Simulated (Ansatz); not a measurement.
# HSO+ (triplet): from Hartree-Fock to the top rungs, def2-QZVPP

An exercise on one series of results from a longer session: the logs are not shown, and one member is left open.

Program: Ansatz 0.2.0, Gaussian basis. Level of theory: def2-QZVPP, core rule «outside noble gas», up to 6 orbitals frozen. These are calculated values, not measurements.

Plan: UHF; ROHF; CCSD(T) on UHF.

2 further runs of the same task are left out: 2 set aside as unsound or not needed.

## The geometry

The geometry is a PBE0/def2-TZVP stationary point (not a proven minimum) of the parent state, kept for this charge and spin.

3 atoms, charge 1, spin multiplicity 3.

Atoms are counted from 1 here; the program's logs count them from 0.

Bond lengths: O1–S2 1.496 Å, S2–H3 1.375 Å. Angles: O1–S2–H3 104.5°.

The first run:

in.yaml

```yaml
crystal:
  periodic: [false, false, false]
  atoms:
    - {symbol: O, position_ang: [0.000000, 0.071488, 1.012963]}
    - {symbol: S, position_ang: [0.000000, -0.073938, -0.475663]}
    - {symbol: H, position_ang: [0.000000, 1.217382, -0.947148]}
basis:
  gaussian: {orbitals: "def2-QZVPP.json"}
total_charge: 1
magnetization: {spin_polarized: true, initial_magnetization: 2}
hamiltonian: {xc: hf}
output: {orbitals: {seedname: orbitals}}
```

On the command line:

```bash
$ ansatz run in.yaml --threads 1 --pin off --events-out ev --progress --plain --max-ram 2393MiB
```

Among the steps run: UHF; ROHF; CCSD(T) on UHF.

One table of the session follows, with a row left open; its other results are not shown here.

| method | from UCCSD(T) (meV) |
| --- | --- |
| ROHF | +11761.7 |
| UHF | ? |
| UMP2 | +1400.4 |
| UCCSD | +510.5 |
| UCCSD(T) | 0 |

Estimate the missing values for UHF.

As computed: from UCCSD(T) (meV): +11345.8. In the column «from UCCSD(T) (meV)» it lies between UMP2 (+1400.4) and ROHF (+11761.7).
